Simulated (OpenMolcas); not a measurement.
Exact exchange and the electronic atomisation energy of C2H3FO (acetyl fluoride)

The species is C2H3FO (7 atoms), meant as a singlet with charge 0. SMILES: `CC(=O)F`. Geometry: relaxed at PBE0-D4/def2-TZVP.

The electronic atomisation energy y, in eV, basis aug-cc-pVDZ; a is the functional's share of exact exchange. Programs: OpenMolcas 26.06.

```
functional     program     a  y (eV)
    revPBE  OpenMolcas     0   30.08
    r2SCAN  OpenMolcas     0   30.41
     B3LYP  OpenMolcas   0.2   29.98
      PBE0  OpenMolcas  0.25       ?
     BHLYP  OpenMolcas   0.5   28.67
```

Q: Fit y = c + s·a to the known rows and predict PBE0.

A: 
1. Means of the 4 rows: a = 0.1750, y = 29.785.
2. Σ(Δa)² = 0.1675, Σ(Δa·Δy) = -0.5185, so the slope is -0.5185/0.1675 = -3.0955.
3. Intercept: 29.785 − (-3.0955) × 0.1750 = 30.327. The largest residual of the fit is 0.27.
4. PBE0: 30.327 + (-3.0955) × 0.25 = 29.55 eV.

The run gave 30.33 eV, so the prediction is off by -0.78 eV, more than the scatter of the fit. The rows mix families of semi-local functionals, which the line can't see.
